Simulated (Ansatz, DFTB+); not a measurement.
# Loss of H2: C3H6 → C3H4 + H2

Gas-phase species: C3H6 (propene) `C=CC`, singlet; C3H4 (allene) `C=C=C`, singlet; H2 (hydrogen), singlet. This is a balance of energies; it says nothing on the path, which may need atoms to shift.

Shapes, held fixed at every level: PBE0-D4/def2-TZVP. Programs: Ansatz 0.2.0, DFTB+ 25.1. The zero-point and thermal change to 298 K, harmonic and unscaled (PBE0-D4/def2-TZVP), is -30.1 kJ/mol.

(1) Estimate ΔH(298 K) of this reaction.

Answers

(1) The highest level, CCSD(T)/CBS estimate, gives ΔH(298 K) = +171.2 kJ/mol; the levels span +165.3 to +312.6. DFTB2-D4 strays far from the other rows. The column of differences is taken from that level and isn't an error. No measured value is set beside it here. The CBS estimate extrapolates MP2 from def2-TZVPP and def2-QZVPP and adds CCSD(T) − MP2 in the triple-zeta set, cores frozen; for H2 it overshoots the exact energy by about 1 mEh.

```json
{"level": "DFTB2-D4", "kind": "semi-empirical", "ΔH(298 K) (kJ/mol)": "+312.6", "less CCSD(T)/CBS estimate": "+141.4"}
{"level": "HF/def2-SVP", "kind": "Hartree–Fock", "ΔH(298 K) (kJ/mol)": "+187.0", "less CCSD(T)/CBS estimate": "+15.8"}
{"level": "HF/def2-TZVPP", "kind": "Hartree–Fock", "ΔH(298 K) (kJ/mol)": "+173.1", "less CCSD(T)/CBS estimate": "+1.9"}
{"level": "SPW92/def2-TZVPP", "kind": "LDA", "ΔH(298 K) (kJ/mol)": "+189.4", "less CCSD(T)/CBS estimate": "+18.2"}
{"level": "r2SCAN-D4/def2-TZVPP", "kind": "meta-GGA", "ΔH(298 K) (kJ/mol)": "+165.3", "less CCSD(T)/CBS estimate": "-5.9"}
{"level": "PBE0-D4/def2-TZVPP", "kind": "global hybrid", "ΔH(298 K) (kJ/mol)": "+179.1", "less CCSD(T)/CBS estimate": "+7.9"}
{"level": "CCSD/def2-TZVPP", "kind": "coupled cluster or CI", "ΔH(298 K) (kJ/mol)": "+174.7", "less CCSD(T)/CBS estimate": "+3.5"}
{"level": "CCSD(T)/CBS estimate", "kind": "coupled cluster or CI", "ΔH(298 K) (kJ/mol)": "+171.2", "less CCSD(T)/CBS estimate": "0.0"}
```
